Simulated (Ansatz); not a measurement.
## Ansatz (development build ahead of 0.2.0) run

```yaml
crystal:
  periodic: [false, false, false]
  atoms:
    - { symbol: O, position_ang: [0.0, 0.0, 0.0] }
    - { symbol: H, position_ang: [0.96664, 0.0, 0.8111] }
    - { symbol: H, position_ang: [-1.21097, 0.0, 1.01612] }
basis:
  gaussian: { orbitals: "6-31G" }
total_charge: 1
magnetization:
  initial_magnetization: 3
hamiltonian:
  xc: hf
correlation:
  method: fci
  frozen_orbitals: { H: 0, O: 1 }
```

The input is written out in the form of the current development build from the run's settings.

Results

```yaml
Converged: yes
Total_energy: -75.43944 hartree
State: lowest quartet root, of any spatial symmetry
```
